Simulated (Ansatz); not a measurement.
Density of states of Si3N4 (I-43d, a = 6.442 Å, b = 6.442 Å, c = 6.442 Å, α = 90.00°, β = 90.00°, γ = 90.00°), in states per eV and primitive cell, averaged over bins of 0.3 eV. Theory: DFT r2SCAN, scalar-relativistic, plane waves, PAW in Ansatz.

Plane waves to 500 eV, a k mesh through Γ of 6×6×6 on the computed 14-atom cell and Gaussian smearing (0.02 eV); no spin polarisation.

The cell is relaxed at this level. The states (both spins) are summed by tetrahedra on a 9×9×9 mesh at the self-consistent density. Energies are bin centres; the table starts no lower than −8 eV and ends at 6 eV, or lower where the solved bands end.

The gap is 4.75 eV at this level, with the zero inside it.

```
E − E_F (eV) total N 2p Si 3p N 2s Si 3s
       -7.90   6.36  4.45   1.39  0.26   0.18
       -7.60   7.44  5.32   1.57  0.29   0.17
       -7.30   7.20  5.29   1.50  0.21   0.11
       -7.00   7.17  5.37   1.42  0.17   0.11
       -6.70   7.55  5.79   1.42  0.14   0.09
       -6.40   5.32  4.18   0.90  0.09   0.06
       -6.10   5.19  4.19   0.71  0.13   0.06
       -5.80   5.99  4.97   0.78  0.07   0.05
       -5.50   4.97  4.24   0.53  0.06   0.02
       -5.20   2.20  1.94   0.13  0.06   0.01
       -4.90   3.60  3.21   0.19  0.09   0.02
       -4.60  10.38  9.17   0.64  0.22   0.09
       -4.30   4.90  4.38   0.23  0.12   0.03
       -4.00   3.86  3.50   0.14  0.07   0.02
       -3.70   4.15  3.75   0.17  0.08   0.02
       -3.40   3.59  3.25   0.16  0.06   0.01
       -3.10   3.55  3.24   0.16  0.04   0.01
       -2.80   4.66  4.33   0.17  0.03   0.01
       -2.50   8.26  7.73   0.29  0.01   0.01
       -2.20   0.00  0.00   0.00  0.00   0.00
       -1.90   0.00  0.00   0.00  0.00   0.00
       -1.60   0.00  0.00   0.00  0.00   0.00
       -1.30   0.00  0.00   0.00  0.00   0.00
       -1.00   0.00  0.00   0.00  0.00   0.00
       -0.70   0.00  0.00   0.00  0.00   0.00
       -0.40   0.00  0.00   0.00  0.00   0.00
       -0.10   0.00  0.00   0.00  0.00   0.00
        0.20   0.00  0.00   0.00  0.00   0.00
        0.50   0.00  0.00   0.00  0.00   0.00
        0.80   0.00  0.00   0.00  0.00   0.00
        1.10   0.00  0.00   0.00  0.00   0.00
        1.40   0.00  0.00   0.00  0.00   0.00
        1.70   0.00  0.00   0.00  0.00   0.00
        2.00   0.00  0.00   0.00  0.00   0.00
        2.30   0.27  0.01   0.14  0.04   0.03
        2.60   3.13  0.19   1.64  0.39   0.30
        2.90   3.43  0.23   1.86  0.40   0.24
        3.20   5.05  0.41   2.73  0.59   0.30
        3.50   2.43  0.24   1.12  0.35   0.28
        3.80   2.29  0.23   0.94  0.42   0.37
        4.10   3.87  0.40   1.62  0.72   0.58
        4.40   6.63  0.69   2.85  1.28   0.90
        4.70   8.13  0.82   3.61  1.48   1.04
        5.00   6.25  0.62   2.93  0.95   0.70
        5.30   5.35  0.58   2.68  0.66   0.52
        5.60   5.34  0.61   2.67  0.63   0.51
```

The columns after the total are the Löwdin projections on the occupied valence shells of the potentials. The rest of the total lies in shells that are empty in the free atom, which aren't projected, and between the atoms.

This form isn't the usual stable structure of the compound.

Cost: 1 run of about 3.2 core-minutes, on Intel Xeon Processor @ 2.50GHz (Skylake/Cascade Lake) (shared hosts).